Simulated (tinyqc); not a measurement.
Inside a calculation. Method: G0W0 on RHF in the sto-3g basis, for H2O, spin multiplicity 1. One step of it, computed by the program tinyqc.

Question. Screening: direct RPA. With D = e_a - e_i and K = (ia|jb): diagonalise D^(1/2) (D + 4K) D^(1/2) = Z w^2 Z^T; X + Y = D^(1/2) Z w^(-1/2), each column of Z with its largest component positive (the first on a tie); E_c = (sum w - tr (D + 2K)) / 2.

orbital energies (hartree): MO1 -20.258323, MO2 -1.273615, MO3 -0.582939, MO4 -0.481823, MO5 -0.398285, MO6 0.604231, MO7 0.687030

Two-electron integrals over orbitals (pq|rs), unique and non-zero (hartree):
```
(11|11) 4.745067    (21|11) -0.415655   (21|21) 0.057957    (22|11) 1.003528
(22|21) -0.012681   (22|22) 0.730914    (31|31) 0.011630    (32|31) 0.018229
(32|32) 0.141532    (33|11) 0.809307    (33|21) -0.004548   (33|22) 0.649192
(33|33) 0.634974    (41|11) 0.196647    (41|21) -0.024247   (41|22) 0.016623
(41|33) 0.006833    (41|41) 0.027675    (42|11) -0.142547   (42|21) 0.009672
(42|22) 0.001654    (42|33) 0.004387    (42|41) 0.016591    (42|42) 0.123121
(43|31) -0.004224   (43|32) 0.017378    (43|43) 0.050226    (44|11) 0.973001
(44|21) -0.013320   (44|22) 0.663891    (44|33) 0.596010    (44|41) -0.010076
(44|42) -0.100874   (44|44) 0.754380    (51|51) 0.026024    (52|51) 0.032355
(52|52) 0.143856    (53|53) 0.029219    (54|51) -0.014374   (54|52) -0.050366
(54|54) 0.056528    (55|11) 1.115342    (55|21) -0.011671   (55|22) 0.746630
(55|33) 0.632458    (55|41) 0.005518    (55|42) -0.076406   (55|44) 0.715121
(55|55) 0.880159    (61|11) -0.221971   (61|21) 0.033878    (61|22) 0.001069
(61|33) 0.000887    (61|41) -0.000095   (61|42) 0.021158    (61|44) -0.019746
(61|55) -0.005784   (61|61) 0.031151    (62|11) 0.301751    (62|21) -0.005854
(62|22) 0.144454    (62|33) 0.081821    (62|41) 0.019041    (62|42) 0.019429
(62|44) 0.075857    (62|55) 0.155676    (62|61) 0.009467    (62|62) 0.103599
(63|31) 0.003802    (63|32) -0.028999   (63|43) -0.027059   (63|63) 0.062068
(64|11) 0.237142    (64|21) -0.003002   (64|22) 0.097701    (64|33) 0.047558
(64|41) -0.000091   (64|42) -0.049489   (64|44) 0.129570    (64|55) 0.127099
(64|61) -0.002730   (64|62) 0.057286    (64|64) 0.082076    (65|51) 0.014626
(65|52) 0.055588    (65|54) -0.000382   (65|65) 0.037796    (66|11) 0.828950
(66|21) -0.007186   (66|22) 0.626646    (66|33) 0.576895    (66|41) 0.020698
(66|42) 0.052400    (66|44) 0.559244    (66|55) 0.600484    (66|61) 0.009732
(66|62) 0.104235    (66|64) 0.046993    (66|66) 0.609475    (71|31) 0.015039
(71|32) 0.022095    (71|43) -0.005608   (71|63) 0.004348    (71|71) 0.019495
(72|31) 0.013803    (72|32) 0.038732    (72|43) -0.038029   (72|63) 0.035726
(72|71) 0.016983    (72|72) 0.061360    (73|11) 0.358060    (73|21) -0.007489
(73|22) 0.132382    (73|33) 0.089860    (73|41) -0.000818   (73|42) -0.085006
(73|44) 0.147962    (73|55) 0.188224    (73|61) -0.007234   (73|62) 0.074045
(73|64) 0.089400    (73|66) 0.039772    (73|73) 0.157707    (74|31) -0.010218
(74|32) -0.080910   (74|43) -0.001123   (74|63) 0.043235    (74|71) -0.013015
(74|72) -0.014060   (74|74) 0.074032    (75|53) 0.023439    (75|75) 0.023192
(76|31) 0.008482    (76|32) 0.091154    (76|43) 0.048998    (76|63) -0.054107
(76|71) 0.010420    (76|72) -0.014035   (76|74) -0.059880   (76|76) 0.108258
(77|11) 0.839812    (77|21) -0.008463   (77|22) 0.617927    (77|33) 0.608056
(77|41) 0.004653    (77|42) -0.008148   (77|44) 0.594427    (77|55) 0.612714
(77|61) -0.003792   (77|62) 0.064816    (77|64) 0.038355    (77|66) 0.570775
(77|73) 0.078072    (77|77) 0.610818
```

Give: D^(1/2) (D + 4K) D^(1/2); excitation energies w; X + Y; RPA correlation energy.

Answer.

D^(1/2) (D + 4K) D^(1/2) (hartree^2):
```
         1>6      1>7    2>6     2>7    3>6     3>7     4>6     4>7
1>6  437.846    0.000  0.237   0.000  0.000  -0.149  -0.052   0.000
1>7    0.000  440.341  0.000   0.435  0.087   0.000   0.000  -0.258
2>6    0.237    0.000  4.304   0.000  0.000   0.457   0.327   0.000
2>7    0.000    0.435  0.000   4.325  0.218   0.000   0.000  -0.085
3>6    0.000    0.087  0.000   0.218  1.704   0.000   0.000   0.204
3>7   -0.149    0.000  0.457   0.000  0.000   2.414   0.420   0.000
4>6   -0.052    0.000  0.327   0.000  0.000   0.420   1.536   0.000
4>7    0.000   -0.258  0.000  -0.085  0.204   0.000   0.000   1.712
5>6    0.000    0.000  0.000   0.000  0.000   0.000   0.000   0.000
5>7    0.000    0.000  0.000   0.000  0.000   0.000   0.000   0.000

       5>6    5>7
1>6  0.000  0.000
1>7  0.000  0.000
2>6  0.000  0.000
2>7  0.000  0.000
3>6  0.000  0.000
3>7  0.000  0.000
4>6  0.000  0.000
4>7  0.000  0.000
5>6  1.157  0.000
5>7  0.000  1.279
```

excitation energies w (hartree): 1.075  1.131  1.167  1.220  1.382  1.557  2.084  2.114  20.925  20.984

X + Y:
```
         1      2       3       4       5       6       7       8
1>6  0.000  0.000   0.000   0.000   0.000   0.002   0.000  -0.001
1>7  0.000  0.000   0.000  -0.002   0.001   0.000  -0.003   0.000
2>6  0.000  0.000  -0.063   0.000   0.000  -0.304   0.000   0.905
2>7  0.000  0.000   0.000  -0.096  -0.043   0.000   0.966   0.000
3>6  0.000  0.000   0.000   0.714   0.636   0.000   0.061   0.000
3>7  0.000  0.000  -0.367   0.000   0.000   0.817   0.000   0.188
4>6  0.000  0.000   0.902   0.000   0.000   0.272   0.000   0.102
4>7  0.000  0.000   0.000  -0.672   0.669   0.000  -0.019   0.000
5>6  0.965  0.000   0.000   0.000   0.000   0.000   0.000   0.000
5>7  0.000  0.980   0.000   0.000   0.000   0.000   0.000   0.000

         9     10
1>6  0.999  0.000
1>7  0.000  0.999
2>6  0.000  0.000
2>7  0.000  0.000
3>6  0.000  0.000
3>7  0.000  0.000
4>6  0.000  0.000
4>7  0.000  0.000
5>6  0.000  0.000
5>7  0.000  0.000
```

RPA correlation energy = -0.05627 hartree
